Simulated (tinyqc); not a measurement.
Inside a calculation. Method: CIS on RHF in the sto-3g basis, frozen core, for H2O, spin multiplicity 1. One step of it, computed by the program tinyqc.

Task: CIS matrix, triplets. A(ia,jb) = (e_a - e_i) d_ij d_ab - (ij|ab).

orbital energies (hartree): MO1 -20.254083, MO2 -1.259987, MO3 -0.589461, MO4 -0.463014, MO5 -0.393997, MO6 0.567176, MO7 0.702115

Two-electron integrals over orbitals (pq|rs), unique and non-zero (hartree); the lowest 1 orbital is frozen and left out:
```
(22|22) 0.728900    (32|22) 0.011568    (32|32) 0.140357    (33|22) 0.641770
(33|32) -0.004703   (33|33) 0.627798    (42|22) -0.002305   (42|32) 0.001907
(42|33) 0.004608    (42|42) 0.124397    (43|22) 0.009953    (43|32) 0.019703
(43|33) 0.006488    (43|42) -0.013489   (43|43) 0.051437    (44|22) 0.666765
(44|32) -0.011833   (44|33) 0.592420    (44|42) -0.099805   (44|43) 0.014317
(44|44) 0.752644    (52|52) 0.145081    (53|52) -0.007071   (53|53) 0.029091
(54|52) -0.047698   (54|53) 0.004231    (54|54) 0.054444    (55|22) 0.748098
(55|32) -0.006177   (55|33) 0.627023    (55|42) -0.073960   (55|43) 0.016414
(55|44) 0.714548    (55|55) 0.880159    (62|22) -0.130033   (62|32) 0.017841
(62|33) -0.073585   (62|42) -0.024068   (62|43) -0.011708   (62|44) -0.069191
(62|55) -0.141841   (62|62) 0.094603    (63|22) 0.052962    (63|32) 0.028216
(63|33) 0.034466    (63|42) -0.025130   (63|43) 0.031467    (63|44) 0.043309
(63|55) 0.066444    (63|62) -0.032702   (63|63) 0.076357    (64|22) -0.103182
(64|32) -0.024594   (64|33) -0.045435   (64|42) 0.044130    (64|43) -0.013198
(64|44) -0.123604   (64|55) -0.126116   (64|62) 0.051116    (64|63) -0.046629
(64|64) 0.086560    (65|52) -0.051834   (65|53) 0.010069    (65|54) -0.001193
(65|65) 0.035592    (66|22) 0.609311    (66|32) -0.054634   (66|33) 0.572805
(66|42) 0.048764    (66|43) -0.032662   (66|44) 0.561619    (66|55) 0.592389
(66|62) -0.088685   (66|63) -0.017739   (66|64) -0.029133   (66|66) 0.635626
(72|22) -0.056464   (72|32) -0.037732   (72|33) -0.022763   (72|42) 0.000643
(72|43) 0.032163    (72|44) -0.038389   (72|55) -0.061610   (72|62) 0.015079
(72|63) 0.021391    (72|64) 0.025898    (72|66) -0.041132   (72|72) 0.069745
(73|22) -0.128742   (73|32) 0.024343    (73|33) -0.084649   (73|42) 0.075253
(73|43) -0.002246   (73|44) -0.143387   (73|55) -0.178478   (73|62) 0.060651
(73|63) -0.026709   (73|64) 0.073106    (73|66) -0.055433   (73|72) 0.038482
(73|73) 0.146045    (74|22) -0.016442   (74|32) 0.072986    (74|33) -0.014348
(74|42) 0.003020    (74|43) -0.000845   (74|44) -0.030229   (74|55) -0.026361
(74|62) 0.021409    (74|63) 0.031706    (74|64) -0.006699   (74|66) -0.045901
(74|72) -0.007991   (74|73) 0.034665    (74|74) 0.065795    (75|52) -0.021980
(75|53) -0.021243   (75|54) 0.002432    (75|65) 0.004709    (75|75) 0.025934
(76|22) 0.007940    (76|32) 0.071702    (76|33) -0.009895   (76|42) 0.018533
(76|43) 0.038153    (76|44) -0.018760   (76|55) -0.004664   (76|62) -0.011643
(76|63) 0.038310    (76|64) -0.020959   (76|66) -0.044754   (76|72) 0.006147
(76|73) 0.030931    (76|74) 0.039172    (76|76) 0.073973    (77|22) 0.625620
(77|32) 0.063432    (77|33) 0.601233    (77|42) -0.007401   (77|43) 0.035139
(77|44) 0.587496    (77|55) 0.616666    (77|62) -0.064559   (77|63) 0.065379
(77|64) -0.060226   (77|66) 0.527476    (77|72) -0.021872   (77|73) -0.061959
(77|74) 0.028057    (77|76) 0.045441    (77|77) 0.651078
```

Give: CIS matrix A, triplet.

Result:

CIS matrix A, triplet (hartree), lower triangle:
```
         2>6      2>7      3>6      3>7     4>6     4>7     5>6     5>7
2>6   1.2179
2>7  -0.0079   1.3365
3>6   0.0546  -0.0717   0.5838
3>7  -0.0717  -0.0634   0.0099   0.6903
4>6  -0.0488  -0.0185   0.0327  -0.0382  0.4686
4>7  -0.0185   0.0074  -0.0382  -0.0351  0.0188  0.5776
5>6   0.0000   0.0000   0.0000   0.0000  0.0000  0.0000  0.3688
5>7   0.0000   0.0000   0.0000   0.0000  0.0000  0.0000  0.0047  0.4794
```
